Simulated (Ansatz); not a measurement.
Saddle point of SiH$_{5}$SF, singlet (SiH₃F ([F][SiH3]) + H₂S → SiH₄S ([SiH3][SH]) + HF; bonds formed: Si1–S7, F2–H6; bonds broken: Si1–F2, H6–S7), PBE0-D4/def2-TZVP structure:

| atom | x (Å) | y (Å) | z (Å) |
| --- | --- | --- | --- |
| Si1 | -0.5296 | 0.1434 | -0.5820 |
| F2 | 1.2365 | -0.5343 | -0.8096 |
| H3 | -1.0643 | -1.0169 | -1.3266 |
| H4 | -1.7467 | 0.7089 | 0.0890 |
| H5 | -0.0401 | 1.3348 | -1.3184 |
| H6 | 1.2306 | -0.7272 | 0.4414 |
| S7 | 0.2538 | -0.5738 | 1.5894 |
| H8 | 0.6598 | 0.6652 | 1.9169 |

Energies are electronic, without zero-point energy. Barriers and step energies count from the start structure reached by relaxing down the imaginary mode; all methods use the PBE0-D4 structures, on which another method's saddle can fall below an end. Computed with Ansatz 0.2.0 (basis: def2-TZVPP, with def2-QZVPP for the basis limit); correlated methods freeze the cores. B3LYP uses VWN-RPA correlation. Extrapolation: Hartree–Fock as exp(−7.88 √X), correlation as X^−2.97.

```json
{"method": "SPW92", "barrier (eV)": "1.128", "step energy (eV)": "0.390"}
{"method": "PBE-D4", "barrier (eV)": "?", "step energy (eV)": "0.433"}
{"method": "BLYP-D4", "barrier (eV)": "1.727", "step energy (eV)": "0.605"}
{"method": "r2SCAN-D4", "barrier (eV)": "1.686", "step energy (eV)": "0.583"}
{"method": "B97M-V", "barrier (eV)": "1.909", "step energy (eV)": "0.681"}
{"method": "PBE0-D4", "barrier (eV)": "1.696", "step energy (eV)": "0.476"}
{"method": "B3LYP-D4", "barrier (eV)": "?", "step energy (eV)": "0.634"}
{"method": "r2SCAN0-D4", "barrier (eV)": "1.842", "step energy (eV)": "0.585"}
{"method": "BHLYP-D4", "barrier (eV)": "2.174", "step energy (eV)": "0.709"}
{"method": "CAM-B3LYP-D4", "barrier (eV)": "1.964", "step energy (eV)": "0.697"}
{"method": "wB97X-V", "barrier (eV)": "1.923", "step energy (eV)": "0.635"}
{"method": "wB97M-V", "barrier (eV)": "1.873", "step energy (eV)": "0.637"}
{"method": "B2PLYP", "barrier (eV)": "1.973", "step energy (eV)": "0.662"}
{"method": "PBE-QIDH", "barrier (eV)": "1.882", "step energy (eV)": "0.547"}
{"method": "RPA on PBE", "barrier (eV)": "2.008", "step energy (eV)": "0.704"}
{"method": "HF", "barrier (eV)": "2.845", "step energy (eV)": "0.890"}
{"method": "MP2", "barrier (eV)": "?", "step energy (eV)": "0.605"}
{"method": "CCSD", "barrier (eV)": "2.170", "step energy (eV)": "0.686"}
{"method": "CCSD(T)", "barrier (eV)": "2.018", "step energy (eV)": "0.642"}
```

Problem. Fill in the withheld barriers. (Judge from chemistry; the value comes from the calculation.)

Solution. By the calculation: MP2 1.931; B3LYP-D4 1.898; PBE-D4 1.455 eV. Each is the energy of the saddle less that of the start structure, by the same method.

For comparison, the barrier by CCSD(T) at an estimated basis limit (MP2 extrapolated from triple and quadruple zeta, plus CCSD(T) − MP2 in triple zeta) is 1.982 eV.

No T1 diagnostic of these runs exceeds 0.013.

Labels in which every atom is bracketed show which atoms are joined, not bond orders.

For scale, one of the runs: CCSD(T)/def2-TZVPP, 185 basis functions, launched by `ansatz run in.yaml --threads 2 --pin off --events-out ev --progress --plain --max-ram 4352MiB`. Time: 41 s of wall clock on 2 CPU threads of an Arm Neoverse V1; the host was shared. Peak host memory: 1.8 GiB.
